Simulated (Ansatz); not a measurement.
A made-up structure of CH$_{4}$BLi, closed shell:

| atom | x (Å) | y (Å) | z (Å) |
| --- | --- | --- | --- |
| Li1 | -2.5756 | -0.6651 | -0.6865 |
| B2 | -0.4596 | -0.6649 | -0.0634 |
| C3 | 0.5550 | 0.5308 | 0.0152 |
| H4 | -4.1490 | -0.8063 | -0.5053 |
| H5 | 0.2967 | 1.4504 | -0.5133 |
| H6 | 0.5465 | 0.7757 | 1.0943 |
| H7 | 1.5967 | 0.2648 | -0.2046 |

It is relaxed with PBE-D4/def2-SVP and then PBE0-D4/def2-TZVP (Ansatz 0.2.0). Atoms count as bonded within 1.22 times the sum of their covalent radii (H–H: 0.88 Å). The end point is not checked to be a true minimum.

Q: Does its bonding change? (Judge from chemistry; the calculation decides.)

A: By the calculation: Yes. Formed: B2–H4; broken: Li1–H4.

Where it ends: The first stage lowers the energy by 2.41 eV in 30 steps. It ends as CH₄BLi ([Li][BH][CH3]):
Li1  (-1.906, -2.164, -0.892)
B2  (-1.353, -0.113, -0.297)
C3  (0.068, 0.495, -0.021)
H4  (-2.230, 0.698, -0.064)
H5  (0.176, 1.552, -0.294)
H6  (0.120, 0.480, 1.084)
H7  (0.936, -0.062, -0.379)
(Å)

Labels in which every atom is bracketed show which atoms are joined, not bond orders.

For scale, one of the runs: PBE0-D4/def2-TZVP relaxation, 100 basis functions, launched by `ansatz run in.yaml --threads 2 --pin off --events-out ev --progress --plain --max-ram 4352MiB`. Hardware: 2 CPU threads of an Intel Xeon Platinum 8488C, shared host. Wall time about 13 s.
